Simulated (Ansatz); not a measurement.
# BNH2+ (doublet): wave-function methods side by side, def2-QZVPP

One table from this session's results is given with a row withheld; the runs are named, their logs left out.

Method: def2-QZVPP, core rule «outside noble gas», up to 2 orbitals frozen; program: Ansatz 0.2.0, Gaussian basis.

The runs, in order: UHF; ROHF; CCSD(T) on UHF.

2 further runs of the same task are left out: 2 set aside as unsound or not needed.

## The system

The geometry is a PBE0/def2-TZVP stationary point (not a proven minimum) of the parent state, kept for this charge and spin.

4 atoms, charge 1, spin multiplicity 2.

Atoms are counted from 1 here; the program's logs count them from 0.

Bond lengths: B1–N2 1.371 Å, N2–H3 1.011 Å, N2–H4 1.011 Å. Angles: B1–N2–H3 122.7°, B1–N2–H4 122.7°, H3–N2–H4 114.6°.

The first run:

in.yaml

```yaml
crystal:
  periodic: [false, false, false]
  atoms:
    - {symbol: B, position_ang: [0.000000, 0.000000, 0.859982]}
    - {symbol: N, position_ang: [0.000000, 0.000000, -0.511503]}
    - {symbol: H, position_ang: [0.000000, 0.850874, -1.057997]}
    - {symbol: H, position_ang: [0.000000, -0.850874, -1.057997]}
basis:
  gaussian: {orbitals: "def2-QZVPP.json"}
total_charge: 1
magnetization: {spin_polarized: true, initial_magnetization: 1}
hamiltonian: {xc: hf}
output: {orbitals: {seedname: orbitals}}
```

On the command line:

```sh
$ ansatz run in.yaml --threads 1 --pin off --events-out ev --progress --plain --max-ram 2393MiB
```

Among the steps run: UHF; ROHF; CCSD(T) on UHF.

One table of the session follows, with a row left open; its other results are not shown here.

```
  method  from UCCSD(T) (kcal/mol)
    ROHF                   +184.51
     UHF                         ?
    UMP2                    +14.53
   UCCSD                     +7.46
UCCSD(T)                         0
```

Estimate the missing values for UHF.

The run gave: from UCCSD(T) (kcal/mol): +183.40. In the column «from UCCSD(T) (kcal/mol)» it lies between UMP2 (+14.53) and ROHF (+184.51).
